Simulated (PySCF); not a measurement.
Species: C$_{5}$H$_{4}$N, net charge 0, doublet state. It need not be the lowest isomer of its formula. SMILES: [c]1cccnc1
Geometry from a B3LYP-D3(BJ)/def2-TZVP (Ansatz) optimisation:
```
C
H 1 1.0828
C 1 1.3911 2 120.66
N 3 1.3313 1 123.94 2 -180.00
C 4 1.3420 3 118.57 1 0.00
C 5 1.3736 4 119.38 3 0.00
C 6 1.3690 5 123.95 4 0.00
H 5 1.0828 4 117.21 3 -180.00
H 7 1.0831 6 122.66 5 180.00
H 3 1.0846 4 115.91 5 -180.00
```
Charge 0, spin multiplicity 2.

Dispersion corrections to the total energy (kcal/mol) from the dftd3 and dftd4 libraries through PySCF: D3(BJ) without and D4 with the three-body term, each with the damping fitted for the functional named.

| functional | D3(BJ) | D4 |
|---|---|---|
| B2GP-PLYP | -3.47 | -2.34 |
| PBE0 | -4.90 | -4.74 |
| LC-wPBE | -5.27 | -6.32 |
| PBE | -5.75 | ___ |
| B2PLYP | -4.56 | -3.97 |
| HF | ___ | -22.49 |
| BLYP | ___ | -13.04 |

### Question
Complete the blanks.

### Answer

- PBE, D4: -5.71
- HF, D3(BJ): -49.24
- BLYP, D3(BJ): -12.32
